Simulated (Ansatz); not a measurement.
The first iterations of a band of C2H3FN (7 atoms, charge 0, multiplicity 2).

Method: UKS B3LYP-D4/def2-SVP in Ansatz 0.2.0.

```yaml
movable_images: 7
climbing_image: yes
spring: 0.1 eV/Å²
optimiser: quadratic models (default)
start_path: through a guess of the saddle point
force_threshold: 0.05 eV/Å
iteration_limit: 60
end_points: relaxed
```

Initial state:

```xyz
7
Properties=species:S:1:pos:R:3
N -0.445 0.871 -0.238
C 0.521 0.035 0.341
C 0.702 -1.259 0.070
F 0.082 -1.983 -0.847
H -1.110 0.379 -0.830
H -0.938 1.457 0.433
H 1.189 0.501 1.070
```

Final state:

```xyz
7
Properties=species:S:1:pos:R:3
N -0.499 1.056 -0.206
C 0.287 -0.049 0.135
C 0.201 -1.276 -0.376
F 1.023 -2.291 -0.219
H -1.289 0.827 -0.803
H -0.809 1.596 0.598
H 1.085 0.137 0.869
```

| iteration | highest image above the first end (eV) | largest band force component (eV/Å) |
| --- | --- | --- |
| 1 | 1.300 | 7.857 |
| 2 | 0.811 | 2.165 |
| 3 | 0.769 | 0.729 |
| 4 | 0.817 | 0.860 |

Q: Does the band converge within its limit, and where does its top end?

A: It converged. It ended after 13 iterations with the highest image 0.827 eV above the first end. Another band between the same ends (7 images) ends at a top of the same energy, where a vibrational analysis finds 1 clearly imaginary mode.

The run took 8.7 min on 1 thread of Arm Neoverse N1, on a shared host, peak memory 0.18 GiB.
